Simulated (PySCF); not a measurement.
Ionisation of 1,2,3-triazine

System: 1,2,3-triazine, `c1cnnnc1` (C3H3N3). Optimised structure (Å), atoms numbered from 1:
```
C     0.0224    0.8777   -0.0359
C     1.1703    0.1018    0.0175
N     1.1167   -1.2293    0.0628
N    -0.0395   -1.8444    0.0580
N    -1.1667   -1.1792    0.0087
C    -1.1597    0.1529   -0.0377
H     0.0471    1.9686   -0.0730
H     2.1747    0.5372    0.0250
H    -2.1433    0.6318   -0.0767
```

Computed at ωB97X-D3(BJ)/ma-def2-TZVP // PBE0-D3(BJ)/def2-SVP with PySCF (density fitting, grid level 2). Thermal corrections: PBE0-D3(BJ)/def2-SVP frequencies, unscaled, ideal gas at 298.15 K and 1 bar, quasi-RRHO entropy.

Frontier levels of the parent: HOMO -10.04 eV, LUMO 0.11 eV.

Oxidation to the radical cation:
- Vertical ionisation energy (electronic): 9.93 eV
- Adiabatic ionisation energy (with zero-point energy): 9.22 eV
- Adiabatic, electronic part: 9.21 eV
- Vertical gap at the product's structure: 8.48 eV
- Inner reorganisation energy (four-point): 1449 meV
- Relaxation of product / of parent: 715 / 734 meV
- ⟨S²⟩ of the product: 0.756
- Largest spin populations: N4 0.62, N3 0.14, N5 0.14
- Largest changes of atomic charge: N4 0.32, N3 0.14, N5 0.14
- Distances that move most (Å): N3–N4 1.310 → 1.233; N4–N5 1.310 → 1.233; C2–N3 1.333 → 1.350; N5–C6 1.333 → 1.350
- Potential in acetonitrile: 6.98 V absolute, 2.44 V against Fc+/Fc computed at 4.54 V (solvation -40 → -254 kJ/mol)

Solvents are IEF-PCM continua (electrostatics only, gas-phase structures); absolute potentials refer to an electron at rest in vacuum. Fc+/Fc in acetonitrile, 4.54 V, is ωB97X-D3(BJ)/ma-def2-TZVP on PBE0-D3(BJ)/def2-SVP structures with GFN2-xTB thermal terms. Benchmark calculations put it near 5.0 V in acetonitrile and DMSO, so it is about 0.5 V low, and the value against it can read up to that much too high.

Measured values (NIST Chemistry WebBook, evaluated or the median of agreeing entries): vertical ionisation energy 10.00 eV (computed 9.93, difference -0.07); adiabatic ionisation energy 9.30 eV (computed 9.22, difference -0.08).
